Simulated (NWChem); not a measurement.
# CH3AlCl (SMILES [CH3][Al][Cl]): USVWN5/6-311+G(d,p) (density fitting with weigend coulomb fitting)

Aim: the vertical ionisation energy of CH3AlCl at USVWN5/6-311+G** (density fitting with weigend coulomb fitting), from 2 runs. 

Program for the calculation: NWChem 7.3.0.

## Step 1: Starting point

CH3AlCl has 6 atoms, charge 0, and is taken as a doublet. SMILES: `[CH3][Al][Cl]`. The coordinates come from a PBE0-D4/def2-TZVP relaxation.

Bond lengths: C1–Al2 1.964 Å, Al2–Cl3 2.122 Å, C1–H4 1.093 Å, C1–H5 1.094 Å, C1–H6 1.094 Å. Angles: C1–Al2–Cl3 117.4°, Al2–C1–H4 110.2°, Al2–C1–H5 110.4°, Al2–C1–H6 110.4°, H4–C1–H5 109.1°, H4–C1–H6 109.1°, H5–C1–H6 107.5°.

## Step 2: The energy at USVWN5/6-311+G(d,p) (density fitting with weigend coulomb fitting)

a.nw reads:

```
start a
memory 2200 mb

geometry units angstrom noautosym nocenter noautoz
   C    -0.441400    0.449000   -0.287200
   Al    0.123100   -1.352900    0.254500
   Cl    2.028600   -1.546300    1.168800
   H     0.335300    1.177300   -0.041400
   H    -1.368200    0.727800    0.222100
   H    -0.635200    0.481000   -1.363100
end

basis spherical bse
   * library 6-311+G**
end

basis "cd basis" spherical
   * library "weigend coulomb fitting"
end

dft
   xc slater vwn_5
   mult 2
   grid fine
   convergence energy 1e-08
   iterations 100
   mulliken
   print low
end

task dft energy
```

Launch:

```bash
$ nwchem a.nw > a.out
```

Log:

```text
[...]
 d= 0,ls=0.0,diis     1   -739.6202396717 -8.56D+02  9.11D-03  1.16D+00     0.9
[...]
 d= 0,ls=0.0,diis    11   -739.6904759703 -2.48D-09  5.77D-07  6.99D-10     4.1
[...]
         Total DFT energy =     -739.690475970321
      One electron energy =    -1256.625583599105
           Coulomb energy =      451.206324930253
    Exchange-Corr. energy =      -50.421562758489
 Nuclear repulsion energy =      116.150345457020
[...]
      Total Density - Mulliken Population Analysis
     ---------------------------------------------
    Atom       Charge   Shell Charges
 -----------   ------   -------------------------------------------------------
    1 C    6     6.80   1.09  0.90  0.67  0.74  1.50  0.60  1.24  0.02  0.03  0.02
    2 Al  13    12.65   0.78  1.19  0.96  1.03  0.90  0.46  2.13  3.75  0.56  0.54  0.16  0.12 -0.08  0.15
    3 Cl  17    17.18   0.77  1.19  0.88  1.11  1.02  1.02  7.44 -1.53  1.12  2.90  1.52 -0.11 -0.14  0.01
    4 H    1     0.78   0.25  0.44  0.07  0.02
    5 H    1     0.80   0.25  0.44  0.07  0.02
    6 H    1     0.80   0.25  0.44  0.07  0.02
[...]
      <S2> =      0.7512 (Exact =     0.7500)
[...]
```

Run time: 4.8 s. Hardware: 1 thread of Intel Xeon 6975P-C (Granite Rapids), shared host; peak memory 0.12 GiB.

## Step 3: The singlet cation at the same level

calc.xyz reads:

```xyz
6

C     -0.441400     0.449000    -0.287200
Al     0.123100    -1.352900     0.254500
Cl     2.028600    -1.546300     1.168800
H      0.335300     1.177300    -0.041400
H     -1.368200     0.727800     0.222100
H     -0.635200     0.481000    -1.363100
```

calc.nw reads:

```
start calc
memory total 2200 mb
charge 1

geometry noautosym nocenter noautoz
   load format xyz calc.xyz
end

basis spherical bse
   C library 6-311+G**
   Al library 6-311+G**
   Cl library 6-311+G**
   H library 6-311+G**
end

basis "cd basis" spherical
   C library "weigend coulomb fitting"
   Al library "weigend coulomb fitting"
   Cl library "weigend coulomb fitting"
   H library "weigend coulomb fitting"
end

dft
   xc slater vwn_5
   grid fine
   convergence energy 1e-08
   maxiter 100
   mulliken
   noprint "final vectors analysis"
end

task dft energy
```

Launch:

```bash
$ nwchem calc.nw > calc.out
```

Log:

```text
[...]
          Wavefunction type:  closed shell.
          No. of atoms     :     6
          No. of electrons :    38
[...]
          Charge           :     1
          Spin multiplicity:     1
[...]
          AO basis - number of functions:   100
[...]
              XC Information
              --------------
                        Slater Exchange Functional  1.000 local
                      VWN V Correlation Functional  1.000 local
[...]
 d= 0,ls=0.0,diis     1   -739.1864591576 -8.55D+02  2.99D-02  8.71D+00     0.8
[...]
 d= 0,ls=0.0,diis    13   -739.4025349886 -9.23D-09  2.87D-07  9.79D-10     3.0
         Total DFT energy =     -739.402534988567
      One electron energy =    -1247.501260287092
           Coulomb energy =      442.084780465472
    Exchange-Corr. energy =      -50.136400623968
 Nuclear repulsion energy =      116.150345457020
[...]
      Total Density - Mulliken Population Analysis
     ---------------------------------------------
    Atom       Charge   Shell Charges
 -----------   ------   -------------------------------------------------------
    1 C    6     6.81   1.09  0.90  0.66  0.75  1.50  0.62  1.18  0.09  0.01  0.02
    2 Al  13    12.06   0.78  1.19  0.96  1.03  0.97  0.13  2.13  3.75  0.50  0.45  0.02  0.14 -0.13  0.14
    3 Cl  17    16.97   0.77  1.19  0.88  1.11  1.04  1.01  7.43 -1.53  1.10  2.86  1.35 -0.10 -0.16  0.01
    4 H    1     0.71   0.25  0.42  0.02  0.02
    5 H    1     0.73   0.25  0.43  0.03  0.02
    6 H    1     0.73   0.25  0.43  0.03  0.02
[...]
```

It took 3.6 s on 1 thread of Intel Xeon 6975P-C (Granite Rapids), shared host; peak memory 0.12 GiB.

## Step 4: Results

Level: USVWN5/6-311+G** (density fitting with weigend coulomb fitting).

```
                                          quantity          value
                     doublet CH3AlCl: total energy  -739.69048 Eh
                             doublet CH3AlCl: ⟨S²⟩          0.751
                      singlet cation: total energy  -739.40253 Eh
vertical ionisation energy (to the singlet cation)       7.835 eV
```

The vertical ionisation energy comes to 7.84 eV (756 kJ/mol). Only the singlet of the ionised species was computed; a triplet could lie lower. Mulliken charges (doublet CH3AlCl) run from -0.80 on C1 to +0.35 on Al2; in a basis this large or diffuse they mean little.
